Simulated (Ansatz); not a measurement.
Species: molecular nitrogen, N₂, net charge 0, singlet state. SMILES: N#N

Atoms: N1, N2. Bonds: N1-N2.

Bond lengths (Å) and angles (degrees) optimised at HF/STO-3G with Ansatz (a first-principles code); HF/3-21G with Ansatz; B3LYP/LANL2DZ with Ansatz; B3LYP/6-31G* with Ansatz, each started from the B3LYP-D3(BJ)/def2-TZVP structure (Ansatz) of the last column. A row stands for all coordinates that are equal there. 6-31G* holds six Cartesian d functions.

| coordinate | HF/STO-3G | HF/3-21G | B3LYP/LANL2DZ | B3LYP/6-31G* | B3LYP-D3(BJ)/def2-TZVP |
|---|---|---|---|---|---|
| N1-N2 | 1.134 | 1.083 | 1.133 | 1.105 | 1.091 |

Mean signed difference of all 1 bond lengths from B3LYP-D3(BJ)/def2-TZVP: HF/STO-3G 0.043 Å, HF/3-21G -0.008 Å, B3LYP/LANL2DZ 0.042 Å, B3LYP/6-31G* 0.015 Å.
